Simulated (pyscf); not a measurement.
A first-order saddle from PySCF, ωB97X-D3(BJ)/def2-SVP:

```
In
H 1 1.7193
C 1 2.1371 2 135.60
H 3 1.0996 1 109.19 2 170.79
H 3 1.1001 4 109.01 1 122.14
H 3 1.1007 4 108.59 5 117.87
O 1 2.1978 2 109.05 3 -146.46
H 7 0.9660 1 117.25 2 2.74
H 7 1.2361 8 111.14 1 74.89
C 9 1.4256 7 164.86 8 -125.96
H 10 1.1013 9 104.74 7 -97.85
H 10 1.1030 11 108.91 9 100.03
H 10 1.1103 11 106.31 12 111.23
```

Surface: singlet, charge 0. Lowest wavenumbers (cm⁻¹): 1427i, 17, 66, 109, 121.

**Question.** Name the species on either side of this saddle.

**Answer.** H₃C–InH–CH₃ + H₂O <-> CH₄ + H₃C–InH–OH, a four-centre exchange read from left to right: C–In, H–O broken and C–H, In–O formed. At ωB97M-D3(BJ)/def2-TZVP it lies +0.48 eV from the left side and +1.26 eV from the right (each side as separated species at their lowest minima found). On the reactant side the descent ends in an adduct with a In–O contact, 0.56 eV under the separated species and 0.99 eV under the saddle at ωB97X-D3(BJ)/def2-TZVP. What is counted as formed (In–O) is already present as a longer contact in the reactant adduct; forming that adduct is a step of its own. One saddle was located; it need not be the lowest between these sides. Elements past Kr carry the def2 core potentials, without spin-orbit coupling.
